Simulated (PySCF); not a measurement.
Question: Give a PBE0-D3(BJ)/def2-TZVP geometry of `c1c(C)n[nH]c1`.

Answer: 
```xyz
12
C4H6N2 angstrom
C     -1.8527   -0.0463   -0.4525
C     -0.4134   -0.0998   -0.0831
C      0.5161    0.9605   -0.0099
C      1.6971    0.3707    0.3669
N      1.4345   -0.9438    0.4930
N      0.1628   -1.2523    0.2283
H     -2.3944    0.6715    0.1679
H     -1.9832    0.2565   -1.4947
H     -2.3045   -1.0293   -0.3218
H      0.3448    2.0065   -0.2055
H      2.6789    0.7782    0.5487
H      2.0683   -1.6736    0.7636
```

Orientation and origin are arbitrary. Atoms count from 1 in this order. The C–C distances run from 1.373 Å (C3–C4, aromatic) to 1.487 Å (C1–C2, drawn single), a spread of 0.114 Å. The C–N distances run from 1.326 Å (C2–N6, aromatic) to 1.346 Å (C4–N5, aromatic), a spread of 0.020 Å. N5 (pyrrole-type nitrogen) is planar (angles 127.7°, 119.1° and 113.1°, sum 360.0°, 0.00 Å off the plane of its three neighbours). The 5-membered ring C2–C3–C4–N5–N6 has internal angles of 105.0° to 113.1° (sum 540°, against 540° for a flat polygon); it is planar, 0.00 Å rms from its mean plane, widest ring torsion 0°.

Bonds between heavy atoms (Å): C1–C2 1.487, C2–C3 1.412, C3–C4 1.373, C4–N5 1.346, N5–N6 1.335, C2–N6 1.326.

Method: PBE0-D3(BJ)/def2-TZVP geometry optimisation, gas phase (PySCF).

Point group: near Cs, missed by 0.15 Å at most; the miss may be what the optimiser left on a soft mode. Stationary, but not proved a minimum.
